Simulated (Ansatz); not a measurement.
Elements on the sites of an ideal rock salt lattice, at a guessed lattice constant:

```yaml
crystal:
  lattice:
    - [-5.99620, -5.99620, 0.00000]
    - [0.00000, 5.99620, 5.99620]
    - [-5.99620, 5.99620, -5.99620]
  atoms:
    - { symbol: Li, position: [0.00000, 0.00000, 0.00000] }
    - { symbol: K, position: [0.33333, 0.16667, 0.66667] }
    - { symbol: K, position: [0.83333, 0.66667, 0.66667] }
    - { symbol: Br, position: [0.16667, 0.33333, 0.83333] }
    - { symbol: Br, position: [0.66667, 0.33333, 0.83333] }
    - { symbol: Br, position: [0.50000, 0.50000, 0.50000] }
    - { symbol: Br, position: [0.00000, 0.50000, 0.50000] }
    - { symbol: Br, position: [0.33333, 0.66667, 0.16667] }
    - { symbol: Br, position: [0.83333, 0.66667, 0.16667] }
    - { symbol: Br, position: [0.16667, 0.83333, 0.83333] }
    - { symbol: Br, position: [0.66667, 0.83333, 0.83333] }
    - { symbol: Br, position: [0.50000, 0.00000, 0.50000] }
    - { symbol: Br, position: [0.00000, 0.00000, 0.50000] }
    - { symbol: Br, position: [0.33333, 0.16667, 0.16667] }
    - { symbol: Br, position: [0.83333, 0.16667, 0.16667] }
    - { symbol: Rb, position: [0.50000, 0.00000, 0.00000] }
    - { symbol: Rb, position: [0.83333, 0.16667, 0.66667] }
    - { symbol: Rb, position: [0.16667, 0.33333, 0.33333] }
    - { symbol: Rb, position: [0.00000, 0.50000, 0.00000] }
    - { symbol: Rb, position: [0.33333, 0.66667, 0.66667] }
    - { symbol: Rb, position: [0.66667, 0.83333, 0.33333] }
    - { symbol: Rb, position: [0.16667, 0.83333, 0.33333] }
    - { symbol: Ag, position: [0.66667, 0.33333, 0.33333] }
    - { symbol: Ag, position: [0.50000, 0.50000, 0.00000] }
```

Cell and atoms were relaxed without symmetry on coarser meshes and computed once more. The calculation used Ansatz 0.2.0, DFT PBE, scalar-relativistic, plane waves, PAW.

Settings: cutoff 420 eV, Γ-centred mesh 3×3×2 on the computed 24-atom cell, Gaussian smearing of 0.02 eV; no spin polarisation.

The relaxation ran on 2×2×2 (shifted) k points with a smearing of 0.1 eV, from sites shaken by 0.02 Å.

What does the relaxation give?

A volume of 38.51 Å³/atom and a gap on the mesh of 2.92 eV. It lies 1.49 eV/atom below the elements' standard states (static lattices, no corrections for gases). The atoms leave their sites by 0.55 Å (root mean square) and 1.15 Å at most, and the cell stretches by up to 2.7 % at fixed volume, so the lattice hasn't survived.

```
Li K Br Rb Ag
1.0
    -6.75074   -6.53803    0.09794
    -0.12891    6.56900    6.83561
    -6.79449    6.67971   -6.81740
Li K Br Rb Ag
1 2 12 7 2
Direct
  0.96290 0.02135 0.92688
  0.31884 0.16166 0.66728
  0.83120 0.67818 0.66875
  0.12005 0.29142 0.82145
  0.62270 0.36636 0.85850
  0.50150 0.49838 0.50924
  0.96064 0.49054 0.47696
  0.36283 0.62886 0.12754
  0.82205 0.64277 0.17937
  0.13455 0.85413 0.85544
  0.68934 0.85972 0.82686
  0.45715 0.96044 0.51657
  0.99573 0.99945 0.49861
  0.45133 0.21480 0.21604
  0.89109 0.11179 0.11712
  0.50805 0.00780 0.00197
  0.80189 0.17229 0.65128
  0.17457 0.32406 0.32029
  0.98486 0.47925 0.00269
  0.32311 0.65352 0.69569
  0.66357 0.84486 0.32575
  0.17145 0.84078 0.31983
  0.68948 0.42560 0.35722
  0.53717 0.47564 0.05381
```

An odd mesh misses points on the zone edge, so a gap read on it can be too wide.

Cost: 2 runs of about 20 core-minutes in all (earlier runs that led there not counted), on Arm Neoverse V1 (shared hosts).